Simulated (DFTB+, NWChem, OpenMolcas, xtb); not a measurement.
## How methods differ on PO (Phosphorus monoxide)

PO has 2 atoms, charge 0, and is taken as a doublet. As SMILES, `O=[P]`. Geometry: relaxed at GFN2-xTB.

```xyz
2

O     0.0000    0.0000    0.0000
P     0.0000    0.0000    1.4551
```

Each level gives the dipole moment (D). The values are calculated.

| level | kind | program | value (D) | CPU time |
| --- | --- | --- | --- | --- |
| DFTB2 | semi-empirical | DFTB+ | 0.95 | under 2 s |
| GFN0-xTB | semi-empirical | xtb | 2.34 | under 2 s |
| GFN1-xTB | semi-empirical | xtb | 3.30 | under 2 s |
| GFN2-xTB | semi-empirical | xtb | 1.61 | under 2 s |
| ROHF/ANO-R0 (sfX2C) | Hartree–Fock | OpenMolcas | 0.21 | 3.5 s |
| USOGGA11/def2-SVP | GGA | OpenMolcas | 1.70 | 3.3 s |
| UHCTH/93/x2c-TZVPall (DKH2) | GGA | NWChem | 1.80 | 46 s |
| USOGGA11/def2-TZVP | GGA | OpenMolcas | 1.81 | 6.4 s |
| USOGGA11/def2-TZVPP | GGA | OpenMolcas | 1.81 | 6.9 s |
| USOGGA11/def2-QZVPP | GGA | OpenMolcas | 1.80 | 27 s |

The values span 0.21 to 3.30 D. Magnitudes only: a small dipole may point the other way at some levels. CPU times are rough (shared hosts, several kinds of processor): they show what a rung costs within a factor of a few.
